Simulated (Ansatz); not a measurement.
Born–Oppenheimer molecular dynamics of C₃H₅F₂N (11 atoms, charge 0, multiplicity 1). It starts from a relaxed structure.

These are results of UKS B3LYP-D4/STO-3G (Ansatz), not measurements.

| Item | Value |
| --- | --- |
| ensemble | NVE (velocity Verlet) |
| time step | 0.25 fs |
| steps asked | 217 |
| starting velocities drawn for | 500 K |
| seed | 834144 |

First frame:

```xyz
11
Properties=species:S:1:pos:R:3
C 1.386 -0.203 1.373
N 0.125 0.113 1.219
C -0.166 0.597 -0.258
C -1.179 -0.433 -0.905
F 1.001 0.702 -1.028
F -0.729 1.873 -0.152
H 2.144 -0.131 0.567
H 1.727 -0.556 2.361
H -2.068 -0.515 -0.263
H -1.477 -0.084 -1.905
H -0.699 -1.419 -0.989
```

**Question.** How far do the bonds stretch over the last three quarters of this one trajectory? (Pairs bonded in most of those frames.)

**Answer.** 
```json
{"bond": "C1–N2", "mean (Å)": "1.312", "spread (Å)": "0.011", "shortest": "1.29", "longest": "1.33"}
{"bond": "C1–H7", "mean (Å)": "1.112", "spread (Å)": "0.015", "shortest": "1.09", "longest": "1.14"}
{"bond": "C1–H8", "mean (Å)": "1.106", "spread (Å)": "0.009", "shortest": "1.09", "longest": "1.12"}
{"bond": "N2–C3", "mean (Å)": "1.596", "spread (Å)": "0.062", "shortest": "1.52", "longest": "1.69"}
{"bond": "C3–C4", "mean (Å)": "1.601", "spread (Å)": "0.048", "shortest": "1.51", "longest": "1.67"}
{"bond": "C3–F5", "mean (Å)": "1.401", "spread (Å)": "0.034", "shortest": "1.35", "longest": "1.46"}
{"bond": "C3–F6", "mean (Å)": "1.399", "spread (Å)": "0.020", "shortest": "1.36", "longest": "1.42"}
{"bond": "C4–H9", "mean (Å)": "1.102", "spread (Å)": "0.007", "shortest": "1.09", "longest": "1.11"}
{"bond": "C4–H10", "mean (Å)": "1.103", "spread (Å)": "0.016", "shortest": "1.08", "longest": "1.13"}
{"bond": "C4–H11", "mean (Å)": "1.101", "spread (Å)": "0.007", "shortest": "1.09", "longest": "1.11"}
```

Mean temperature of the second half: 247 K. The conserved energy stayed within 0.046 meV per atom of its start (net change 0.024 meV per atom), so the integration is sound. The temperature averaged 0.49 of the 500 K drawn at the start: a run that starts near a minimum puts about half its kinetic energy into the potential. A run of 0.054 ps of so small a system gives no equilibrium averages. Limits of this set-up: minimal basis.

Run time: 9.9 min on 1 thread of Arm Neoverse V2 (shared host), peak memory 0.13 GiB.
